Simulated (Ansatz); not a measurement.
## Stretch profile

SiO2 (SMILES O=[Si]=O), closed shell, at its PBE0-D4/def2-TZVP minimum:

| atom | x (Å) | y (Å) | z (Å) |
| --- | --- | --- | --- |
| O1 | 0.6977 | 1.2296 | 0.5188 |
| Si2 | 0.0000 | 0.0000 | 0.0000 |
| O3 | -0.6977 | -1.2296 | -0.5188 |

The bond length O1–Si2 (1.506 Å at the minimum) is set to the values below, the two halves moving rigidly along the bond. Each method's energies count from its own value at the PBE0-D4 minimum structure. 1 of 9 computed points, where the reference changed state or T1 grew large, are left out. Ansatz 0.2.0; basis: def2-TZVPP; cores frozen in the correlated methods.

CCSD(T) energies along the scan:
```tsv
bond length (Å)	CCSD(T) (kJ/mol)
1.295	211.8
1.339	123.8
1.404	43.4
1.480	3.7
1.564	5.0
1.655	39.3
1.751	95.7
1.852	164.9
```
They count from the CCSD(T) energy at the PBE0-D4 minimum.

Minimum and curvature along this coordinate at CCSD(T): A fifth-order fit through the nearest points gives 1.517 Å, with a curvature of about 56 eV/Å².

Treat the two halves as rigid bodies and work out the harmonic wavenumber of this stretch from that curvature (ν̃ = 521.5 √(k/μ) cm⁻¹ with k in eV/Å² and μ in u).

The halves weigh 16.00 and 44.09 u, so μ = 16.00 × 44.09/60.09 = 11.740 u and ν̃ = 521.5 √(56/11.740) ≈ 1100 cm⁻¹. A true normal mode mixes in other motions, so this is a guide only.

Largest difference from the CCSD(T) curve over the scan: PBE-D4 14.9; r2SCAN-D4 8.4; HF 65.4 kJ/mol. Each curve counts from its own value at the minimum.

T1 diagnostic: at most 0.039. The T1 diagnostic is large here, which may signal multireference character or strong orbital relaxation, so CCSD(T) is less sure. The restricted Hartree–Fock reference is unstable towards an unrestricted one here.

For scale, one of the runs: CCSD(T)/def2-TZVPP, 104 basis functions (an equivalent command: `ansatz run in.yaml --threads 2`). The run took about 3.8 s on 2 CPU threads (shared host).
